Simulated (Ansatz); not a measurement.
Input file:

```yaml
crystal:
  periodic: [false, false, false]
  atoms:
    - {symbol: Si, position_ang: [0.000000, 0.000000, -2.622600]}
    - {symbol: B, position_ang: [0.000000, 0.000000, -0.786100]}
    - {symbol: Si, position_ang: [0.000000, 0.000000, 0.965500]}
    - {symbol: H, position_ang: [0.000000, 0.000000, 2.443200]}
basis:
  gaussian: {orbitals: cc-pVDZ}
correlation: {method: fic_mrcisd_q_relaxed, electrons: outside_noble_gas, active_space: {window: {electrons: 8, orbitals: 8}}}
```

```sh
$ ansatz run in.yaml --threads 1 --pin off --events-out ev --progress --plain --max-ram 2393MiB
```

Task: Roughly how long does this take on 1 thread of Arm Neoverse V2, shared host, and how much host memory?

Result: 30 s wall and 0.25 GiB.

```
545 factors; integrals over basis functions are off by at most 1.2e-3 eV
mean field evaluation 1: about -16404.2406 eV, gradient 2.1e1 eV
mean field evaluation 2: about -16404.3014 eV, gradient 2.1e1 eV
mean field evaluation 4: about -16406.3024 eV, gradient 3.9e0 eV
mean field evaluation 8: about -16406.4213 eV, gradient 5.1e-1 eV
mean field evaluation 16: about -16379.6967 eV, gradient 4.2e1 eV
mean field evaluation 32: about -16406.4234 eV, gradient 7.3e-2 eV
mean field -16406.42354707 eV, -602.9249446814 hartree, gradient 1.1e-6 eV, S^2 0.000000; 5 other end points of the search recorded, 0 dependent functions left out; unrestricted orbitals would lower it
reference -16406.42354707 eV, -602.9249446814 hartree; 17, 17 occupied and 38, 38 virtual orbitals, 545 factors
state -16409.05930852 eV, -603.0218071282 hartree
contracted CI cycle   1: correlation 0.00000000 eV, 0.0000000000 hartree, residual 1.59e1 eV
contracted CI cycle   2: correlation -5.02479358 eV, -0.1846577581 hartree, residual 3.51e0 eV
contracted CI cycle   3: correlation -5.28702838 eV, -0.1942947094 hartree, residual 1.18e0 eV
contracted CI cycle   4: correlation -5.31668345 eV, -0.1953845131 hartree, residual 5.50e-1 eV
...
contracted CI cycle   4: correlation -5.36455199 eV, -0.1971436494 hartree, residual 6.54e-1 eV
contracted CI cycle   5: correlation -5.37375073 eV, -0.1974816969 hartree, residual 3.28e-1 eV
contracted CI cycle   6: correlation -5.37636239 eV, -0.1975776737 hartree, residual 1.52e-1 eV
contracted CI cycle   7: correlation -5.37691532 eV, -0.1975979934 hartree, residual 7.35e-2 eV
contracted CI cycle   8: correlation -5.37703395 eV, -0.1976023528 hartree, residual 4.27e-2 eV
contracted CI cycle   9: correlation -5.37707845 eV, -0.1976039885 hartree, residual 1.98e-2 eV
contracted CI cycle  10: correlation -5.37708781 eV, -0.1976043324 hartree, residual 9.88e-3 eV
contracted CI cycle  11: correlation -5.37709008 eV, -0.1976044155 hartree, residual 4.73e-3 eV
contracted CI cycle  12: correlation -5.37709062 eV, -0.1976044356 hartree, residual 2.35e-3 eV
contracted CI cycle  13: correlation -5.37709075 eV, -0.1976044404 hartree, residual 1.10e-3 eV
state -16409.02353350 eV, -603.0204924204 hartree; corrected -16415.11332674 eV, -603.2442881941 hartree
state -16409.05930852 eV, -603.0218071282 hartree; corrected -16415.11481588 eV, -603.2443429193 hartree
2 active orbitals were swapped for others, from the solution at -16409.02348313 eV, -603.0204905695 hartree to that at -16409.05928579 eV, -603.0218062928 hartree; typed "places" are swapped only where nearly empty or full, and so, without "given_window_search", are "orbital_numbers", "shells" and a window whose orbitals a file names under [Active]
Total energy: -16415.11481588 eV, -603.2443429193 hartree
```
